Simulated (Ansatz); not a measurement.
# What a trial cell of BeSnC relaxes into

All numbers below come from Ansatz, DFT PBE, scalar-relativistic, plane waves, PAW. Cutoff 420 eV, Γ-centred k mesh, Gaussian smearing, no spin polarisation in the final step.

The start puts BeSnC on the sites of a reported LaSF cell (P4/nmm, No. 129), with Be in place of La, Sn in place of S, C in place of F, at a guessed volume.

```
Be Sn C
1.0
     3.49871    0.00000    0.00000
     0.00000    3.49871    0.00000
     0.00000    0.00000    6.03618
Be Sn C
2 2 2
Direct
  0.50000 0.00000 0.23050
  0.00000 0.50000 0.76950
  0.50000 0.00000 0.64800
  0.00000 0.50000 0.35200
  0.00000 0.00000 0.00000
  0.50000 0.50000 0.00000
```

Steps on the 6×6×4 mesh (6 atoms). 11 of 16 steps are shown, and the free energy counts from the last. Trial steps that were taken back and renewals of the plane-wave basis can be among the rows.

| step | ΔF (meV/atom) | V (Å³/atom) | P (GPa) | largest force component (eV/Å) |
| --- | --- | --- | --- | --- |
| 1 | 567.7 | 12.31 | 8.47 | 2.987 |
| 2 | 349.9 | 13.10 | 0.07 | 2.221 |
| 4 | 142.4 | 13.47 | -0.62 | 1.348 |
| 5 | 68.9 | 13.51 | 2.46 | 0.562 |
| 6 | 32.7 | 14.39 | -0.27 | 0.373 |
| 8 | 12.1 | 15.25 | -0.34 | 0.050 |
| 9 | 11.4 | 15.23 | -0.15 | 0.071 |
| 11 | 8.4 | 15.11 | 0.18 | 0.120 |
| 12 | 7.2 | 15.14 | 0.00 | 0.021 |
| 13 | 0.3 | 15.14 | 0.45 | 0.025 |
| 16 | 0.0 | 15.31 | -0.01 | 0.005 |

Steps on the 10×10×6 mesh (6 atoms). 7 of 12 steps are shown, and the free energy counts from the last.

| step | ΔF (meV/atom) | V (Å³/atom) | P (GPa) | largest force component (eV/Å) |
| --- | --- | --- | --- | --- |
| 1 | 7.2 | 15.31 | 0.26 | 0.138 |
| 2 | 4.8 | 15.71 | -0.73 | 0.167 |
| 3 | 2.7 | 15.59 | 0.24 | 0.120 |
| 4 | 1.5 | 15.74 | 0.31 | 0.032 |
| 7 | 0.9 | 15.94 | 0.05 | 0.004 |
| 9 | 0.1 | 15.98 | 0.04 | 0.002 |
| 12 | 0.0 | 16.09 | -0.01 | 0.002 |

A final relaxation ran on a 10×10×6 mesh. The relaxed crystal, P4/nmm (No. 129):

```cif
data_structure
_symmetry_space_group_name_H-M 'P4/nmm:1'
_symmetry_Int_Tables_number 129
_cell_length_a 3.6081
_cell_length_b 3.6081
_cell_length_c 7.4171
_cell_angle_alpha 90.000
_cell_angle_beta 90.000
_cell_angle_gamma 90.000
_cell_volume 96.56
loop_
_atom_site_label
_atom_site_type_symbol
_atom_site_symmetry_multiplicity
_atom_site_Wyckoff_symbol
_atom_site_fract_x
_atom_site_fract_y
_atom_site_fract_z
_atom_site_occupancy
Be1 Be 2 c 0.50000 0.00000 0.01257 1
Sn1 Sn 2 c 0.50000 0.00000 0.64391 1
C1 C 2 a 0.00000 0.00000 0.00000 1
```

* Volume per atom: 16.09 Å³
* Density: 4.81 g/cm³
* Energy over the elements: 1.03 eV/atom
* Gap on the 10×10×6 mesh: 0 eV (a metal)

Formation energies are uncorrected and refer to the elements' standard structures at the same level.

The final run used a 10×10×6 mesh on its 6-atom cell and 0.10 eV smearing. The k mesh leaves about 4 meV/atom of noise in metals.

Symmetry constrained the relaxation, so the result can be a saddle point.

Cost: 3 runs of about 3.5 core-minutes in all, on Arm Neoverse V2 (shared hosts).